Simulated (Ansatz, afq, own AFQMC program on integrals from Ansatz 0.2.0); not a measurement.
## Atomization energy of C3H11NOSi, singlet

```xyz
17

C     0.4783    2.1448    1.3793
O    -0.2266    1.0026    1.7684
Si    0.0958   -0.5387    1.2138
N    -0.1814   -0.8255   -0.4665
C     0.8489   -0.7440   -1.4704
C    -1.5144   -0.9819   -0.9940
H     0.1460    2.9980    1.9914
H     1.5705    2.0334    1.5225
H     0.3018    2.4023    0.3182
H     1.5437   -0.8373    1.4446
H    -0.8338   -1.3815    2.0096
H     0.7257    0.1339   -2.1360
H     1.8426   -0.6716   -1.0034
H     0.8515   -1.6427   -2.1169
H    -1.8326   -0.1167   -1.6088
H    -1.5896   -1.8826   -1.6330
H    -2.2457   -1.0931   -0.1788
```

Atoms in their ground-state spins without spin–orbit coupling (mostly on UHF) minus the molecule (RHF), without zero-point energy. The geometry is a stationary point, not shown to be a minimum.

Basis def2-SVP. Noble-gas cores (and the filled d shells of Ga–Kr and In–Xe) are frozen. Ansatz 0.2.0 and our own AFQMC program on the same integrals; the CISD trial comes from CCSD amplitudes, and released means the phaseless constraint is let go. ± is one standard error of the sampling. The errors of all members are added in quadrature.

No full CI on the walks' own integrals is used here. The released AFQMC energy serves as the reference, which it does only where one determinant dominates, the energy is flat over the last release times and near the phaseless one (40 meV or 2 meV an electron, half that with transition metals). On small molecules, where full CI could be run and the noise was under 10 meV, such values lay within 10 meV of it in 19 cases of 20, a flattering rate, since the rule was set on those same cases; what remains of the bias isn't in the error bar. Each member takes its own surest rung, up to full CI.

Errors are counted within def2-SVP, not against nature.

Cautions: C₃H₁₁NOSi (singlet): the ph-AFQMC/CISD walk drifts between its halves (2.9 errors), the released value is read at 0.63 1/Eh with a noise of 26 meV, more than in the cases checked, later times being too noisy (meV from the phaseless value at times in 1/Eh: 15 ± 22 at 0.21, 19 ± 31 at 0.42, 3 ± 26 at 0.63, -5 ± 51 at 0.90); other spins of the molecule weren't checked.

Reference (AFQMC with the constraint released): 6011.7 ± 2.5 kJ/mol.

```json
{"level": "HF", "atomization energy (kJ/mol)": "4673.2", "error against released AFQMC (kJ/mol)": "-1338.5 ± 2.5"}
{"level": "MP2", "atomization energy (kJ/mol)": "6037.7", "error against released AFQMC (kJ/mol)": "26.0 ± 2.5"}
{"level": "CCSD", "atomization energy (kJ/mol)": "5954.1", "error against released AFQMC (kJ/mol)": "-57.6 ± 2.5"}
{"level": "CCSD(T)", "atomization energy (kJ/mol)": "6007.3", "error against released AFQMC (kJ/mol)": "-4.4 ± 2.5"}
{"level": "ph-AFQMC/CISD", "atomization energy (kJ/mol)": "6013.1 ± 2.1", "error against released AFQMC (kJ/mol)": "1.4 ± 3.3"}
```

Correlation beyond CCSD(T) changes it by less than twice the noise. The perturbative (T) step is worth +53.2 kJ/mol.

Released energies are given only where the last usable release times agree within the noise; a slower fall can still hide under it.
